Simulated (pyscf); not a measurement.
Thermochemistry of product channels of `[GaH3]` + `[CH2]=[CH2]` on the singlet surface, in kcal/mol, from ωB97M-D3(BJ)/def2-TZVP energies (ideal gas, 1 atm, RRHO with modes under 100 cm⁻¹ raised to 100, one conformer, R ln 2 for chiral ones without a mode under 150 cm⁻¹). Single points on ωB97X-D3(BJ)/def2-SVP structures (PySCF, gas phase).

```csv
products,ΔE,ΔH(298 K),ΔG(900 K),ΔG(1200 K)
`[CH3][GaH2]` + `[CH2]` [singlet],+80.1,+78.0,+69.7,[?]
`[GaH]` [singlet] + `[CH3][CH3]`,[?],-16.5,-13.8,[?]
`[CH2]=[CH][GaH2]` + `[H][H]`,+6.0,+3.8,+4.1,+3.4
```

### Question
Complete the blanks.

### Answer

- `[CH3][GaH2]` + `[CH2]` [singlet], ΔG(1200 K): +66.5
- `[GaH]` [singlet] + `[CH3][CH3]`, ΔE: -21.7
- `[GaH]` [singlet] + `[CH3][CH3]`, ΔG(1200 K): -12.5

These are energies of the channels, which say nothing of barriers. H₂C=CH–GaH₂ lies 17.6 kcal/mol over its isomer H₃C–CH₂–Ga [singlet] (electronic energy, ωB97M-D3(BJ)/def2-TZVP). CH₂ [singlet] is an excited spin state, 8.9 kcal/mol over the triplet at ωB97X-D3(BJ)/def2-TZVP. A restricted singlet here is unstable towards spin polarisation, as is usual where a triplet lies low; its energy is less safe. Elements up to Kr have no core potential and no relativistic terms here.
